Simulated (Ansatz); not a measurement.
# AlSiH (singlet): the correlation ladder at distance Si1–Al2 = 2.532 Å, 6-31G

How much of the correlation energy of AlSiH (singlet) does each wave-function method recover here?

The runs use Ansatz 0.2.0, Gaussian basis; 6-31G, core rule «outside noble gas», up to 10 orbitals frozen.

The runs, in order: UHF; CCSD(T) on RHF; CCSD(T) on UHF; BCCD(T) on RHF; CISD; CCSDT(Q) on RHF; CCSDT(Q) on UHF; CISDTQ; CCSDTQ on RHF; CASSCF and MRCISD+Q, 2 electrons in 2 orbitals; CASSCF and NEVPT2, 2 electrons in 2 orbitals; CASSCF and MRCISD+Q, 8 electrons in 9 orbitals; CASSCF and NEVPT2, 8 electrons in 9 orbitals; Full CI.

24 further runs of the same task are left out: 3 for a known fault of the program, 1 for a mislabelled method, 16 that didn't finish, 4 set aside as unsound or not needed.

**1. The geometry**

The geometry derives from a PBE0/def2-TZVP stationary point (not a proven minimum). One bond is set to the value named and the two fragments are kept rigid.

3 atoms, charge 0, spin multiplicity 1.

Atoms are counted from 1 here; the program's logs count them from 0.

Bond lengths: Si1–Al2 2.532 Å, Al2–H3 1.595 Å. Angles: Si1–Al2–H3 180.0°.

**2. UHF**

Contents of in.yaml:

```yaml
crystal:
  periodic: [false, false, false]
  atoms:
    - {symbol: Si, position_ang: [0.000000, 0.000000, 2.219602]}
    - {symbol: Al, position_ang: [0.000000, 0.000000, -0.312398]}
    - {symbol: H, position_ang: [0.000000, 0.000000, -1.907204]}
basis:
  gaussian: {orbitals: 6-31G}
magnetization: {spin_polarized: true, initial_magnetization: 0}
hamiltonian: {xc: hf}
output: {orbitals: {seedname: orbitals}}
```

Launch:

```sh
$ ansatz run in.yaml --threads 1 --pin off --events-out ev --progress --plain --max-ram 2393MiB
```

After this run come: CCSD(T) on RHF; CCSD(T) on UHF; BCCD(T) on RHF; CISD; CCSDT(Q) on RHF; CCSDT(Q) on UHF; CISDTQ; CCSDTQ on RHF; CASSCF and MRCISD+Q, 2 electrons in 2 orbitals; CASSCF and NEVPT2, 2 electrons in 2 orbitals; CASSCF and MRCISD+Q, 8 electrons in 9 orbitals; CASSCF and NEVPT2, 8 electrons in 9 orbitals; Full CI.

**Question.** What will the summary of the whole plan be? Wanted: FCI below the RHF energy; RMP2 from FCI; RCCSD from FCI; RCCSD(T) from FCI; RCCSDT(Q) from FCI; NEVPT2 valence from FCI; MRCISD+Q valence from FCI; T1 diagnostic; effectively unpaired electrons.

**Answer**, as computed:

| quantity | value |
| --- | --- |
| FCI below the RHF energy | -2.9656 eV |
| RMP2 from FCI | +93.2 kJ/mol |
| RCCSD from FCI | +20.8 kJ/mol |
| RCCSD(T) from FCI | +11.3 kJ/mol |
| RCCSDT(Q) from FCI | +1.3 kJ/mol |
| NEVPT2 valence from FCI | +19.4 kJ/mol |
| MRCISD+Q valence from FCI | +0.2 kJ/mol |
| levels within 1 kcal/mol (43 meV) | RCCSDT(Q), RCCSDTQ, MRCISD valence, MRCISD+Q valence |
| T1 diagnostic | 0.042 |
| effectively unpaired electrons | 2.10 |

What this shows: RCCSD(T) lands +11.3 kJ/mol from the yardstick (3.9 % of the correlation energy). The occupations show strong static correlation (2.1 unpaired electrons where one determinant has 0). Coupled cluster on one determinant still stays close here. Of the multireference levels listed MRCISD+Q valence comes nearest in total energy (+0.2 kJ/mol), which doesn't show that its space is the better one. These misses are within one basis, not against nature.
